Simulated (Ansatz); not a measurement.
A made-up structure of CH₅BN, doublet:

```json
{"atom": "B1", "x (Å)": "-0.6548", "y (Å)": "0.8588", "z (Å)": "-0.6411"}
{"atom": "N2", "x (Å)": "0.0161", "y (Å)": "0.1971", "z (Å)": "0.4026"}
{"atom": "C3", "x (Å)": "0.6531", "y (Å)": "-1.0108", "z (Å)": "0.3657"}
{"atom": "H4", "x (Å)": "-0.6979", "y (Å)": "0.3337", "z (Å)": "-1.7145"}
{"atom": "H5", "x (Å)": "-1.1528", "y (Å)": "1.9189", "z (Å)": "-0.4068"}
{"atom": "H6", "x (Å)": "-1.1109", "y (Å)": "0.7680", "z (Å)": "0.4107"}
{"atom": "H7", "x (Å)": "1.1277", "y (Å)": "-1.3937", "z (Å)": "1.2556"}
{"atom": "H8", "x (Å)": "0.6637", "y (Å)": "-1.5556", "z (Å)": "-0.5655"}
```

It is relaxed with PBE-D4/def2-SVP and then PBE0-D4/def2-TZVP (Ansatz 0.2.0). Atoms count as bonded within 1.22 times the sum of their covalent radii (H–H: 0.88 Å). The end point is not checked to be a true minimum.

Question: Does its bonding change? (Judge from chemistry; the calculation decides.)

Answer: The calculation gives: Yes. Formed: N2–H6; broken: B1–H6.

Where it ends: The first stage lowers the energy by 3.15 eV in 11 steps. It ends as CH₅BN ([BH2][NH][CH2]):
| atom | x (Å) | y (Å) | z (Å) |
| --- | --- | --- | --- |
| B1 | -0.7231 | 0.8657 | -0.8313 |
| N2 | -0.2289 | 0.1840 | 0.2949 |
| C3 | 0.5024 | -0.9692 | 0.3310 |
| H4 | -0.4980 | 0.4143 | -1.9154 |
| H5 | -1.3472 | 1.8684 | -0.6527 |
| H6 | -0.4264 | 0.5765 | 1.2043 |
| H7 | 0.8134 | -1.3771 | 1.2800 |
| H8 | 0.7519 | -1.4463 | -0.6040 |

Labels in which every atom is bracketed show which atoms are joined, not bond orders.

For scale, one of the runs: PBE0-D4/def2-TZVP relaxation, 123 basis functions, launched by `ansatz run in.yaml --threads 2 --pin off --events-out ev --progress --plain --max-ram 4352MiB`. Hardware: 2 CPU threads of an Arm Neoverse V1, shared host. Wall time about 19 s.
